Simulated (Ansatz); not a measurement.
System: N$_{2}$H$_{4}$ (charge +1, doublet). 
Coordinates optimised at B3LYP-D3(BJ)/def2-TZVP (Ansatz, a program for electronic structure):
```xyz
6

N     -0.1543     0.6357     0.0035
N      0.1543    -0.6357    -0.0035
H     -0.3266     1.1003     0.8871
H     -0.3361     1.1077    -0.8743
H      0.3361    -1.1077     0.8743
H      0.3266    -1.1003    -0.8871
```
Charge +1, spin multiplicity 2.

Basis-set convergence of Hartree-Fock and MP2 correlation energies (hartree) with Ansatz. Valence correlation only, unless marked. UHF or UKS for open shells. Spin-orbit coupling is left out. No relativistic terms.

| basis | functions | E(HF) | E(corr, MP2) |
|---|---|---|---|
| def2-SVPD | 72 | -110.85179 | -0.33673 |
| def2-TZVPPD | 142 | … | … |

**Question.** What belongs in the gaps?

**Answer.** 
- def2-TZVPPD, E(HF): -110.97687
- def2-TZVPPD, E(corr, MP2): -0.40128
